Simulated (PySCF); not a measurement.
Frontier orbitals and the lowest excitations

Species: 4H-pyran, C5H6O.
Atom-mapped SMILES: `[CH:1]1=[CH:2][O:3][CH:4]=[CH:5][CH2:6]1` (hydrogens: H7 on C1; H8 on C2; H9 on C4; H10 on C5; H11, H12 on C6)

Structure used (PBE0-D3(BJ)/def2-SVP), in Å, numbered top down from 1:
```
atom  x, y, z in Å
C1     0.550   -1.134    0.088
C2     1.465   -0.219    0.417
O3     1.245    1.123    0.442
C4    -0.006    1.535    0.099
C5    -1.006    0.723   -0.250
C6    -0.854   -0.770   -0.301
H7     0.851   -2.183    0.103
H8     2.491   -0.457    0.701
H9    -0.091    2.622    0.145
H10   -1.966    1.177   -0.502
H11   -1.093   -1.155   -1.311
H12   -1.587   -1.262    0.369
```

Theory: PySCF 2.14.0, density-fitted response routines, TDDFT wB97X-D/def2-SVPD, vertical, gas phase, core orbitals frozen in the response.

Frontier orbitals with the atoms that hold most of them (Löwdin shares over 4%, at most four atoms; ? is withheld):

| orbital | ε (eV) | atoms |
| --- | --- | --- |
| LUMO+2 | 3.10 | C5 13%, C1 13%, H10 12%, H7 12% |
| LUMO+1 | 2.37 | C2 12%, C4 12%, C1 11%, C5 11% |
| LUMO | 1.85 | ? |
| HOMO | -7.93 | ? |
| HOMO-1 | -9.81 | C2 22%, C4 22%, C1 20%, C5 20% |
| HOMO-2 | -11.67 | O3 33%, C4 11%, C2 11%, C5 10% |
| HOMO-3 | -11.77 | C6 20%, C1 20%, C5 19%, H10 8% |

Which atoms hold the LUMO, and with what shares?

C1 (bonded to 2 C and H) 19%; C5 (bonded to 2 C and H) 19%; C2 (bonded to C, O and H) 17%; C4 (bonded to C, O and H) 17%.

Give the leading atoms of the HOMO.

O3 (bonded to 2 C) 22%; C5 (bonded to 2 C and H) 17%; C1 (bonded to 2 C and H) 17%; C4 (bonded to C, O and H) 11%. By element: carbon 45% or more, oxygen 22%.

The HOMO–LUMO gap is 9.78 eV. Where does the response calculation put the lowest singlet, and from which orbitals?

S1 is at 5.12 eV (f = 0.016), 4.66 eV below the gap, made of HOMO→LUMO (99%). 

One configuration dominates each of S1 and S2. Which, and how do the shares of the two leading atoms of either orbital change from the occupied to the empty one?

- S1 (5.12 eV, f 0.016), HOMO→LUMO (99%): O3 22% → at most 18%, C5 17% → 19%, C1 17% → 19%
- S2 (6.11 eV, f 0.016), HOMO→LUMO+1 (93%): O3 22% → at most 12%, C5 17% → 11%, C2 at most 11% → 12%, C4 11% → 12%

Löwdin shares depend on the basis, the more so with diffuse functions.
